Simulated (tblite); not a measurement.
Compound: C₅H₅ (doublet state).
SMILES with atom numbers: `[CH:1]#[C:2]/[CH:3]=[CH:4]/[CH2:5]` (hydrogens: H6 on C1; H7 on C3; H8 on C4; H9, H10 on C5)

Geometry (GFN2-xTB, Å), atoms numbered from 1 in this order:
```
atom  x, y, z in Å
C1     1.7768   -0.0665   -1.8818
C2     1.1254    0.1960   -0.8955
C3     0.3759    0.4846    0.2259
C4    -0.6320   -0.3632    0.6988
C5    -1.3820   -0.1035    1.7972
H6     2.3464   -0.2878   -2.7343
H7     0.5894    1.4066    0.7498
H8    -0.8078   -1.2740    0.1395
H9    -2.1483   -0.7797    2.1298
H10   -1.2350    0.7920    2.3768
```

Computed values, GFN2-xTB/tblite, gas phase, harmonic and unscaled. The method is semi-empirical: single wavenumbers can be off by several per cent or more. One conformer, not necessarily the lowest. Open shells enter through the occupations alone, without spin polarisation, and single modes of such species can be off by tens of per cent.

Harmonic wavenumbers (cm⁻¹): 143.1, 150.4, 360.2, 365.4, 496.3, 548.6, 560.9, 653.9, 725.7, 809.7, 927.2, 984.8, 1090.5, 1221.0, 1250.1, 1329.0, 1419.8, 1518.0, 2161.2, 3048.8, 3060.1, 3109.0, 3147.8, 3392.0.

A = 40565, B = 2460, C = 2319 MHz; mass 65.039 u (most abundant isotopes); point group Cs, symmetry number 1; spin multiplicity 2.

Problem. Zero-point energy?

Solution. ½Σν̃ = 16237 cm⁻¹ = 46.42 kcal/mol.

Problem. What is S at 273.15 K and 1 bar for an ideal gas of classical rigid rotors and harmonic oscillators?

Solution. Translation 38.03, rotation 24.48, vibration 9.42, spin (R ln 2) 1.38: S = 73.3 cal/(mol K).

Problem. And Cp and H(273.15 K) − H(0)?

Solution. Cp = 21.20 cal/(mol K), of which vibrations give 13.25 (their classical limit is 24 R = 47.7); H(273.15 K) − H(0) = 3.75 kcal/mol without the zero-point energy, 1.58 from vibrations.

Problem. How do the functions run with temperature in this model?

Solution. 
```csv
T (K),S (cal/(mol K)),Cp (cal/(mol K)),H − H(0) (kcal/mol),G − H(0) (kcal/mol),ln q(vib)
150,62.9,14.2,1.57,-7.87,0.65
250,71.5,19.9,3.27,-14.60,1.59
298.15,75.2,22.5,4.30,-18.13,2.11
400,82.5,27.4,6.85,-26.17,3.25
600,95.1,34.3,13.06,-43.97,5.58
900,110.3,40.8,24.41,-74.86,8.94
```

q(vib) and H(0) count from the zero-point level.

Problem. Which modes carry the vibrational entropy at 273.15 K?

Solution. 143.1 cm⁻¹: 2.60; 150.4 cm⁻¹: 2.50; 360.2 cm⁻¹: 0.99; 365.4 cm⁻¹: 0.97; 496.3 cm⁻¹: 0.56; 548.6 cm⁻¹: 0.45 cal/(mol K); the other 18 give 1.36 together.

Problem. Blend soft modes into free rotors: weight 1/[1 + (100 cm⁻¹/ν̃)⁴] for the oscillator and the rest for a rotor with moment μB/(μ + B), μ = h/(8π²ν), B = 10⁻⁴⁴ kg m². What vibrational entropy results?

Solution. 9.37 cal/(mol K) in place of 9.42, which changes −T·S at 273.15 K by +0.01 kcal/mol.

Hindered rotation and anharmonicity are outside this model. Other conformers, if any are populated, would add a mixing term that is left out.

Time: 0.15 s wall. Hardware: one thread, Arm Neoverse V1 (aarch64) (shared host). This covers the Hessian and the dipole derivatives.
